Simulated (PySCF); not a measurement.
Computed with PySCF and rigid-rotor harmonic-oscillator thermochemistry at 1 bar. Table values come from the NASA 1993 polynomials. All species are closed-shell singlets. The harmonic model lacks anharmonicity and excited electronic states, which grow with temperature; levels with a mode under 35 cm⁻¹ are left out. Internal rotation in C4H8 (isobutene) is treated as a harmonic vibration of one conformer, which makes the entropy rough.

Harmonic frequencies at PBE0/def2-TZVP (cm⁻¹): 173, 213, 377, 434, 442, 706, 834, 923, 959, 989, 1016, 1081, 1101, 1306, 1402, 1406, 1437, 1460, 1473, 1480, 1493, 1737, 3031, 3036, 3086, 3088, 3136, 3138, 3151, 3236. Point group C2v; S°(298 K) = 289.7 J/mol/K at this level.

Work out Cp and S° of gaseous C4H8 (isobutene) at 500, 800, 1200, 1600, 2000 K from these, and set them beside the table.


```csv
T (K),Cp PBE0/def2-TZVP,Cp table,S° PBE0/def2-TZVP,S° table
500,129.7,129.2,344.6,348.7
800,176.9,174.3,416.6,420.0
1200,215.4,210.4,496.3,498.3
1600,237.9,232.4,561.7,562.1
2000,251.3,246.3,616.3,615.5
```
Units J/mol/K.
